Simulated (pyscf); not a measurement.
**Routes from HO–B(Cl)–Cl (SMILES OB(Cl)Cl) + SiH₄ (SMILES [SiH4])**

Candidate steps break at most two bonds and form at most two. Each was searched with GFN2-xTB (tblite) first. Structures and frequencies: ωB97X-D3(BJ)/def2-SVP in PySCF. Energies: ωB97M-D3(BJ)/def2-TZVP, kcal/mol, from the separated reactants, singlet surface; ΔG‡ with ideal gas, 1 atm, RRHO with modes under 100 cm⁻¹ raised to 100, one conformer, R ln 2 for chiral ones without a mode under 150 cm⁻¹.

```
products                              type   ΔE‡     ΔE  ΔG‡ 298 K  ΔG‡ 900 K  ν‡ (cm⁻¹)
--------------------  --------------------  ----  -----  ---------  ---------  ---------
HO–SiH₃ + Cl–BH–Cl    four-centre exchange  22.1  +12.1       34.8       57.0       262i
HO–BH–Cl + H₃Si–Cl    four-centre exchange  30.9   -4.1       42.9       64.1       364i
H₃Si–O–B(Cl)–Cl + H₂  four-centre exchange  41.7  -15.3       49.0       67.2      1282i
HO–B(SiH₃)–Cl + HCl   four-centre exchange  53.3  +23.8       62.1       80.6       993i
```

Row 1: On the product side the descent ends in an adduct with a B–O contact, 10.9 kcal/mol under the separated species and 19.3 kcal/mol under the saddle at ωB97X-D3(BJ)/def2-TZVP. 

Plain bond fissions and candidates not yet searched are not listed, and one of them may be faster. Each barrier is that of the saddle found; lower ones may exist.
